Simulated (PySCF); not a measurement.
Species: diacetylene, C₄H₂.
Bonds: C1–C2 (triple), C2–C3, C3–C4 (triple). Hydrogens: H5 on C1; H6 on C4.

A GFN2-xTB structure was refined with PBE0/def2-TZVP geometry optimisation, gas phase in PySCF. Its GFN2-xTB values:

| coordinate | GFN2-xTB |
| --- | --- |
| C1≡C2 | 1.204 Å |
| C1–H5 | 1.048 Å |
| C2–C3 | 1.360 Å |
| C4–H6 | 1.048 Å |
| C1–C2–C3 | 179.8° |
| C2–C1–H5 | 179.8° |

Q: How do these coordinates change at the PBE0/def2-TZVP level?

A: 
| coordinate | PBE0/def2-TZVP (Å or °) | change |
| --- | --- | --- |
| C4–H6 | 1.064 | +0.016 |
| C1–H5 | 1.064 | +0.016 |
| C2–C3 | 1.364 | +0.004 |
| C1≡C2 | 1.205 | +0.001 |
| C1–C2–C3 | 179.9 | +0.1 |
| C2–C1–H5 | 179.9 | +0.1 |

The energy falls by 0.011 eV over 3 energy and gradient evaluations, the largest force component goes from 0.0130 to 2.2e-04 Eh/bohr, and the atoms move by 0.011 Å rms after alignment. Among the bonds, C1–H5 and C4–H6 change most and about equally (+0.016 Å). Bonds longer at the end by more than 0.005 Å: 2 of 5; shorter: 0.

The run used 136 basis functions and 17 SCF cycles in all.

PBE0/def2-TZVP frequencies: not computed here.
